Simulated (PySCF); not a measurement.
Compound: C2H3N3.
Atom-mapped SMILES: `[cH:1]1[n:2][cH:3][nH:4][n:5]1` (hydrogens: H6 on C1; H7 on C3; H8 on N4)

The same species was optimised twice, with GFN2-xTB and with PBE0-D3(BJ)/def2-SVP (PySCF), and the same property calculations (PySCF, gas phase) were run on both structures.

| coordinate | GFN2-xTB | PBE0-D3(BJ)/def2-SVP | change |
| --- | --- | --- | --- |
| C1–H6 (Å) | 1.070 | 1.090 | +0.020 |
| C3–H7 (Å) | 1.070 | 1.090 | +0.020 |
| C1–N5 (Å) | 1.311 | 1.320 | +0.009 |
| C1–N2 (Å) | 1.349 | 1.356 | +0.007 |
| N2–C3 (Å) | 1.308 | 1.314 | +0.006 |
| N4–H8 (Å) | 1.008 | 1.013 | +0.005 |
| N4–N5 (Å) | 1.338 | 1.334 | -0.004 |
| C3–N4 (Å) | 1.347 | 1.348 | +0.001 |
| C3–N4–N5 (°) | 109.3 | 110.6 | +1.3 |
| C1–N5–N4 (°) | 103.5 | 102.2 | -1.3 |
| N5–C1–H6 (°) | 122.9 | 121.7 | -1.2 |
| C3–N4–H8 (°) | 130.2 | 129.1 | -1.1 |
| N2–C1–N5 (°) | 114.0 | 114.9 | +0.9 |
| N2–C3–H7 (°) | 126.0 | 127.0 | +1.0 |
| C1–N2–C3 (°) | 103.5 | 102.8 | -0.7 |
| N4–C3–H7 (°) | 124.2 | 123.5 | -0.7 |

Rotational constants: A = 10384, B = 10081, C = 5115 MHz (GFN2-xTB) against A = 10382, B = 9955, C = 5082 MHz (PBE0-D3(BJ)/def2-SVP). Point groups within 0.08 Å: Cs and Cs.

On the GFN2-xTB structure: HOMO (eV) -7.96 [PBE0/pcSseg-1]; LUMO (eV) 0.09 [PBE0/pcSseg-1]; dipole (D) 2.92 [PBE0/pcSseg-1]; GIAO shielding of C1 (ppm) 31.3 [PBE0/pcSseg-1]; GIAO shielding of N2 (ppm) -23.1 [PBE0/pcSseg-1]; GIAO shielding of C3 (ppm) 41.4 [PBE0/pcSseg-1]; GIAO shielding of N4 (ppm) 42.2 [PBE0/pcSseg-1]; GIAO shielding of N5 (ppm) -61.5 [PBE0/pcSseg-1].

Question: What do these properties become on the PBE0-D3(BJ)/def2-SVP structure?

Answer: 
```
                                    property          level  on GFN2-xTB  on PBE0-D3(BJ)/def2-SVP  change
                                   HOMO (eV)  PBE0/pcSseg-1        -7.96                    -7.93   +0.03
                                   LUMO (eV)  PBE0/pcSseg-1         0.09                     0.07   -0.02
                                  dipole (D)  PBE0/pcSseg-1         2.92                     2.95   +0.03
energy, GFN2-xTB geometry as zero (kcal/mol)  PBE0/pcSseg-1          0.0                     -0.4    -0.4
                  GIAO shielding of C1 (ppm)  PBE0/pcSseg-1         31.3                     28.4    -2.9
                  GIAO shielding of N2 (ppm)  PBE0/pcSseg-1        -23.1                    -24.7    -1.6
                  GIAO shielding of C3 (ppm)  PBE0/pcSseg-1         41.4                     40.0    -1.4
                  GIAO shielding of N4 (ppm)  PBE0/pcSseg-1         42.2                     40.8    -1.4
                  GIAO shielding of N5 (ppm)  PBE0/pcSseg-1        -61.5                    -60.0    +1.5
```

The heavy atoms differ by 0.010 Å rms after alignment. Among all bonds C1–H6 and C3–H7 change most and about equally (+0.020 Å). Changes are differences of the printed values. Neither structure is proved a minimum here.
